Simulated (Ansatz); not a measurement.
Cartesian coordinates in Å:
```
F -1.506 0.033 -0.524
Al 0.052 -0.001 0.018
H 0.571 1.275 0.782
H 0.882 -1.308 -0.276
```

Total charge 0; spin multiplicity 1.

List the r2SCAN/def2-TZVPP orbital energies in eV (Ansatz). (Estimate.)

The calculation gave: Occupied: -1517.61, -665.32, -111.11, -71.48, -71.25, -71.18, -30.05, -11.64, -10.07, -10.05, -9.56, -7.79. Lowest empty: -1.75, -0.11, 0.74, 3.06, 3.58, 3.61, 4.95, 5.45.
